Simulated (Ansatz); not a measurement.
Results of LDA in Ansatz (plane waves, PAW) for cubic perovskite SrTiO₃ (cubic form, which distorts at low temperature).

Run with plane-wave cutoff 520 eV, 10×10×10 k mesh, Fermi–Dirac smearing 0.01 eV, no spin polarisation, scalar-relativistic PAW data made under PBE.

Energies at three volumes about the minimum:

| V (Å³/atom) | E − E_lowest (meV/atom) |
|---|---|
| 11.222 | 2.99 |
| 11.451 | 0.00 |
| 11.680 | 2.78 |

Question: Fit a parabola by hand: where is the minimum, what lattice constant follows, and what is the bulk modulus?

Answer: Slopes: (0.00 − 2.99)/(11.451 − 11.222) = -13.057 and (2.78 − 0.00)/(11.680 − 11.451) = 12.140 meV/Å³. Curvature E″ = 2 × (12.140 − (-13.057))/(11.680 − 11.222) = 110.031 meV/Å⁶. From the middle of the first interval, the slope vanishes at V0 = 11.3365 − (-13.057)/110.031 = 11.455 Å³/atom. B = V0 E″ = 11.455 × 110.031 meV/Å³ × 0.1602 GPa per meV/Å³ = 202 GPa. With 5 atoms in the cube, a = (5 × 11.455)^(1/3) = 3.855 Å. The full Birch–Murnaghan fit to all volumes gives V0 = 11.451 Å³/atom and B0 = 202 GPa.

Measured, for comparison: bulk modulus 172 GPa (room temperature, no zero-point or thermal correction, Murnaghan fit, sources range from 165 to 179; as tabulated in Guennou et al. (2010), arXiv:0910.0710); lattice constant a 3.89 Å (0 K, cubic phase extrapolated to 0 K; as tabulated in Bilc et al. (2008), arXiv:0805.0753). Computed less measured: bulk modulus +17 % (+13 % to +22 % over the range).

Note: the relaxation could not lower the start's symmetry, so the cell can be a saddle point above a distorted one.

Ansatz is a program for electronic structure.
